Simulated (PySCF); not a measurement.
Species: cyclopropyl isocyanate, C4H5NO.
SMILES with atom numbers: `[O:1]=[C:2]=[N:3][CH:4]1[CH2:5][CH2:6]1` (hydrogens: H7 on C4; H8, H9 on C5; H10, H11 on C6)

Torsions of this conformer, `[O:1]=[C:2]=[N:3][CH:4]1[CH2:5][CH2:6]1`: C2–N3–C4–C5 -34°.

The closed-shell ground state was solved at several levels (PySCF, density fitting, gas phase, non-relativistic). Geometry: PBE0-D3(BJ)/def2-TZVP, one conformer, isolated molecule.

```
         level  basis functions  total energy (Eh)  HOMO (eV)  LUMO (eV)  gap (eV)  dipole (D)
 PBE0/pcSseg-2              286          -285.1588      -7.50       0.32      7.82        3.05
B97-2/pcSseg-2              286          -285.3855      -7.24       0.31      7.55        3.04
  KT3/pcSseg-2              286          -289.8320      -6.29      -0.64      5.65        2.93
```

Task: Estimate the row for wB97X-D/pcSseg-2, a basis of 286 functions; the other rows only guide the guess.

Result: Total energy -285.3874 Eh, HOMO -9.32 eV, LUMO 2.11 eV, gap 11.43 eV, dipole 3.07 D.

Task: Over all these levels, which gives the widest orbital gap and which the narrowest?

Result: wB97X-D/pcSseg-2 (range-separated hybrid) has the widest, 11.43 eV, and KT3/pcSseg-2 (GGA) the narrowest, 5.65 eV. From the narrowest to the widest the HOMO moves by -3.03 eV and the LUMO by +2.75 eV.

Task: In the pcSseg-2 basis, how does the gap go with the fixed share of exact exchange?

Result: KT3 (0 %) 5.65 eV; B97-2 (21 %) 7.55 eV; PBE0 (25 %) 7.82 eV. Each rise in the share widens the gap here.

Task: How far do the dipole and the HOMO energy spread over the levels?

Result: The dipole runs from 2.93 to 3.07 D (mean 3.02 D) and the HOMO from -9.32 to -6.29 eV.

wB97X-D is run here without its empirical dispersion term; that term would change no orbital, density or response property at a fixed geometry.
